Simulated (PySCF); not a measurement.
Ionisation energy of C by level of theory

C [He] 2s2 2p2 (3P) → C⁺ [He] 2s2 2p1 (2P), as a difference of total energies. Computed with PySCF 2.14 in dyall-av3z (15s9p3d2f, 71 functions), with scalar relativity by spin-free X2C-1e. Correlated levels: valence: 1s2 frozen; virtual orbitals above 40 to 60 times the deepest correlated orbital energy dropped. The calculations carry no spin-orbit coupling.

```csv
method,ionisation energy (eV)
UHF,10.797
MP2 (valence),11.250
SCS-MP2 (valence),11.118
CCSD (valence),11.152
CCSD(T) (valence),11.180
```

Errors of the correlated levels include the incompleteness of this basis and the frozen core.

Q: Which method comes closest to the reference value, and which is furthest?

A: The reference is 11.262 eV (measured; NIST levels, between the centres of gravity of the two terms). Closest: MP2 (valence) (error -0.012 eV); furthest: UHF (error -0.465 eV).
